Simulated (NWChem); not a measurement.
## Run times for triplet [BF2]+

The species is [BF2]+ (3 atoms), meant as a triplet with charge +1. As SMILES of the parent species, `F[B+]F`. Geometry: relaxed at PBE0-D4/def2-TZVP. That shape belongs to the parent species and isn't relaxed for this state.

```csv
atom,x (Å),y (Å),z (Å)
F,0.3297,1.1405,0.3077
B,0.0000,0.0000,0.0000
F,-0.3297,-1.1405,-0.3077
```

Program: NWChem 7.3.0. Hardware: 1 thread of Intel Xeon 6975P-C (Granite Rapids), shared host, so times are rough. Two-electron integrals are exact unless an approximation is named.

Problem. Estimate their order by wall time, quickest first.
A. energy of doublet [BF2]2+ at UHF/STO-3G
B. energy of doublet [BF2]2+ at UPBE/cc-pVTZ, grid fine
C. energy of doublet [BF2]2+ at UHF/cc-pVTZ
D. energy at UB3LYP/6-31G* (spherical functions), grid xfine

Solution. A (1.1 s), D (5.1 s), B (14 s), C (57 s).
